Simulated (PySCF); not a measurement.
**AlH: basis, grid and Hamiltonian**

Which parts of the numerical set-up matter for AlH? Each run edits the base script.

Program: PySCF 2.14.0. Level of theory: method and basis as typed in the scripts. These are calculated values, not measurements.

1 further run of the same task is left out (it didn't finish).

### Step 1. Where the work starts

AlH: 2 atoms, charge 0, spin multiplicity 1.

Bond lengths: Al1–H2 1.591 Å.

### Step 2. The base run

input.py

```python
from pyscf import gto, scf

mol = gto.M(
    atom='Al 0 0 0; H 0 0 1.591',
    basis='minao',
    charge=0,
    spin=0,
    verbose=3,
)
mf = scf.UHF(mol)
mf.kernel()
mf.dip_moment()
print('orbital energies (hartree):', [e[max(0, n-3):n+3].round(4) for e, n in zip(mf.mo_energy, mol.nelec)])
```

Started as:

```sh
OMP_NUM_THREADS=1 python input.py
```

Its log is not repeated here.

Base result: E(SCF) = -242.428965 Eh, μ = 0.15 D.

The bond length is a typed value, not an optimised one.

### Step 3. Lanl2dz (core potential on)

Variant 1 changes basis set: minao → lanl2dz; core potential: off → on. The core potential changes with it: totals don't compare.

input.py: that of step 2 with these lines changed.

```diff
@@ -4,3 +4,4 @@
     atom='Al 0 0 0; H 0 0 1.591',
-    basis='minao',
+    basis='lanl2dz',
+    ecp={'Al': 'lanl2dz'},
     charge=0,
```

Started as:

```sh
OMP_NUM_THREADS=1 python input.py
```

What it wrote:

```text
converged SCF energy = -2.44115431503305  <S^2> = 9.1853192e-12  2S+1 = 1
Dipole moment(X, Y, Z, Debye):  0.00000,  0.00000,  0.73895
orbital energies (hartree): [array([-0.51  , -0.2796,  0.0298,  0.0298,  0.1787]), array([-0.51  , -0.2796,  0.0298,  0.0298,  0.1787])]
```

Wall time 0.5 s (1 thread of Intel Xeon Platinum 8488C, shared host); peak memory 0.13 GiB.

Result: E(SCF) = -2.441154 Eh, μ = 0.74 D.

### Step 4. X2c-svpall (X2C on)

Variant 2 changes basis set: minao → x2c-svpall; spin-free X2C: off → on.

input.py: that of step 2 with these lines changed.

```diff
@@ -4,3 +4,3 @@
     atom='Al 0 0 0; H 0 0 1.591',
-    basis='minao',
+    basis='x2c-svpall',
     charge=0,
@@ -10,2 +10,3 @@
 mf = scf.UHF(mol)
+mf = mf.sfx2c1e()
 mf.kernel()
```

Started as:

```sh
OMP_NUM_THREADS=1 python input.py
```

What it wrote:

```text
converged SCF energy = -242.801858162799  <S^2> = 1.0596768e-10  2S+1 = 1
Dipole moment(X, Y, Z, Debye): -0.00000,  0.00000,  0.49480
orbital energies (hartree): [array([-3.2028, -0.5051, -0.2854,  0.0365,  0.0365,  0.1655]), array([-3.2028, -0.5051, -0.2854,  0.0365,  0.0365,  0.1655])]
```

Wall time 0.66 s (1 thread of Intel Xeon Platinum 8488C, shared host).

Outcome: E(SCF) = -242.801858 Eh, μ = 0.49 D.

### Step 5. Aug-cc-pvdz

Variant 3 changes basis set: minao → aug-cc-pvdz.

input.py: that of step 2 with these lines changed.

```diff
@@ -4,3 +4,3 @@
     atom='Al 0 0 0; H 0 0 1.591',
-    basis='minao',
+    basis='aug-cc-pvdz',
     charge=0,
```

Started as:

```sh
OMP_NUM_THREADS=1 python input.py
```

What it wrote:

```text
converged SCF energy = -242.453414309557  <S^2> = 7.7512485e-10  2S+1 = 1
Dipole moment(X, Y, Z, Debye):  0.00000,  0.00000,  0.38618
orbital energies (hartree): [array([-3.2085, -0.507 , -0.2862,  0.0137,  0.0137,  0.0356]), array([-3.2085, -0.507 , -0.2862,  0.0137,  0.0137,  0.0356])]
```

Wall time 0.6 s (1 thread of Intel Xeon Platinum 8488C, shared host).

Outcome: E(SCF) = -242.453414 Eh (-0.6653 eV from the base), μ = 0.39 D.

### Step 6. Density fitting def2-universal-jkfit

Variant 4 changes density fitting: none → def2-universal-jkfit.

input.py: that of step 2 with these lines changed.

```diff
@@ -10,2 +10,3 @@
 mf = scf.UHF(mol)
+mf = mf.density_fit(auxbasis='def2-universal-jkfit')
 mf.kernel()
```

Started as:

```sh
OMP_NUM_THREADS=1 python input.py
```

What it wrote:

```text
converged SCF energy = -242.428978735237  <S^2> = 1.5258905e-12  2S+1 = 1
Dipole moment(X, Y, Z, Debye): -0.00000, -0.00000,  0.15189
orbital energies (hartree): [array([-3.2598, -0.5211, -0.2953,  0.0219,  0.0219,  0.2935]), array([-3.2598, -0.5211, -0.2953,  0.0219,  0.0219,  0.2935])]
```

It took 0.55 s on 1 thread of Intel Xeon Platinum 8488C, shared host.

Outcome: E(SCF) = -242.428979 Eh (-0.0004 eV from the base), μ = 0.15 D.

### Step 7. Def2-tzvp

Variant 5 changes basis set: minao → def2-tzvp.

input.py: that of step 2 with these lines changed.

```diff
@@ -4,3 +4,3 @@
     atom='Al 0 0 0; H 0 0 1.591',
-    basis='minao',
+    basis='def2-tzvp',
     charge=0,
```

Started as:

```sh
OMP_NUM_THREADS=1 python input.py
```

What it wrote:

```text
converged SCF energy = -242.457022741225  <S^2> = 3.8898662e-11  2S+1 = 1
Dipole moment(X, Y, Z, Debye):  0.00000, -0.00000,  0.32055
orbital energies (hartree): [array([-3.2053, -0.5058, -0.2869,  0.0312,  0.0312,  0.1463]), array([-3.2053, -0.5058, -0.2869,  0.0312,  0.0312,  0.1463])]
```

Run time: 0.64 s. Hardware: 1 thread of Intel Xeon Platinum 8488C, shared host.

Result: E(SCF) = -242.457023 Eh (-0.7635 eV from the base), μ = 0.32 D.

### Step 8. Comparison

| run | E(SCF) (hartree) | from base (eV) | gap (eV) | SCF dipole (D) | functions |
| --- | --- | --- | --- | --- | --- |
| base | -242.428965 | 0 | 8.63 | 0.15 | 10 |
| lanl2dz (core potential on) | -2.441154 | not comparable | n/a | 0.74 | 10 |
| x2c-svpall (X2C on) | -242.801858 | not comparable | 8.76 | 0.49 | 23 |
| aug-cc-pvdz | -242.453414 | -0.6653 | 8.16 | 0.39 | 36 |
| density fitting def2-universal-jkfit | -242.428979 | -0.0004 | 8.63 | 0.15 | 10 |
| def2-tzvp | -242.457023 | -0.7635 | 8.66 | 0.32 | 43 |

Wall time on 1 thread of Intel Xeon Platinum 8488C, shared host, start-up included: base 0.57 s; lanl2dz (core potential on) 0.5 s; x2c-svpall (X2C on) 0.66 s; aug-cc-pvdz 0.6 s; density fitting def2-universal-jkfit 0.55 s; def2-tzvp 0.64 s.

In words: The largest comparable shift of the SCF energy, -0.763 eV, comes with the run “def2-tzvp”. aug-cc-pvdz (36 functions) gives an energy 0.67 eV lower than minao (10). def2-tzvp (43 functions) gives an energy 0.76 eV lower than minao (10).
